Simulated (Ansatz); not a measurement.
Gas-phase electronic energies from Ansatz, PBE0-D4/def2-TZVP geometries. CBS: MP2 limit from def2 TZ/QZ plus the TZ coupled-cluster correction, frozen cores. This one scheme is used for every species. DFT in def2-TZVPP. B3LYP here is the variant with VWN-RPA as its local correlation; programs differ in this. One conformer a species, not always the lowest.

Reaction (substitution at a C–S bond): `CC(C)CS` + HCl → `CC(C)CCl` + H₂S

```
             level  ΔE (kcal/mol)  difference from CCSD(T)/CBS
         r2SCAN-D4            1.3                         -0.4
           PBE0-D4            1.7                          0.0
          B3LYP-D4            1.2                         -0.5
           ωB97X-V            1.2                         -0.5
           ωB97M-V            1.3                         -0.4
            r2SCAN            1.2                         -0.5
              PBE0            1.3                         -0.4
             B3LYP            0.4                         -1.3
    MP2/def2-TZVPP            2.3                          0.6
   CCSD/def2-TZVPP            1.6                         -0.1
CCSD(T)/def2-TZVPP            1.8                          0.1
     HF/def2-QZVPP           -0.2                         -1.9
    MP2/def2-QZVPP            2.2                          0.5
SCS-MP2/def2-QZVPP            1.6                         -0.1
      HF/CBS(def2)           -0.2                         -1.9
    CCSD/CBS(def2)            1.5                         -0.2
       CCSD(T)/CBS            1.7                            0
```

Largest T1 diagnostic among the species: 0.009.

In def2-TZVPP, CCSD(T) changes the Hartree–Fock value by +2.0 kcal/mol (the triples alone add +0.2 kcal/mol) and MP2 by +2.5 kcal/mol. The D4 term adds +0.8 kcal/mol with B3LYP and +0.4 kcal/mol with PBE0; it sums over pairs of atoms, weighted by their polarisabilities, and B3LYP, whose exchange is more repulsive, gets the larger term.
